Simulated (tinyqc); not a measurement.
Pariser-Parr-Pople SCF with singles CI, for the molecule FC1=CC=C1 (SMILES; centres numbered as the heavy atoms are written), step by step. One step of it, computed by the program tinyqc.

Problem. Singles CI, triplets. Over the 6 single excitations with the smallest orbital gaps: A = (e_a - e_i) delta - (ij|ab), with (pq|rs) = sum c_mp c_mq gamma_mn c_nr c_ns.

orbital energies (eV): -19.321014  -12.750254  -7.066691  -3.735928  2.041674

coefficients:
```
         MO1        MO2        MO3        MO4        MO5
1F  0.966303  -0.195128   0.000000  -0.152700   0.069763
2C  0.240762   0.472087   0.000000   0.704942  -0.471408
3C  0.059507   0.469739   0.707107   0.016126   0.524923
4C  0.034795   0.545664   0.000000  -0.692257  -0.470978
5C  0.059507   0.469739  -0.707107   0.016126   0.524923
```

repulsion gamma_rs (eV), lower triangle:
```
           1F         2C         3C         4C         5C
1F  21.400000
2C   6.300946  11.130000
3C   4.147072   5.345397  11.130000
4C   3.375986   4.398492   5.345397  11.130000
5C   4.147072   5.345397   4.398492   5.345397  11.130000
```

Give: triplet CI matrix; triplet excitation energies.

Solution.

triplet CI matrix (eV), lower triangle:
```
        3>4     2>4    3>5     2>5     1>4     1>5
3>4  -1.988
2>4   0.000   2.468
3>5  -0.054   0.000  2.436
2>5   0.000  -0.142  0.000   8.334
1>4   0.000  -0.337  0.000  -0.007  10.184
1>5   0.000  -0.007  0.000  -0.369   1.202  16.697
```

triplet excitation energies (eV): -1.989  2.436  2.450  8.320  9.987  16.928
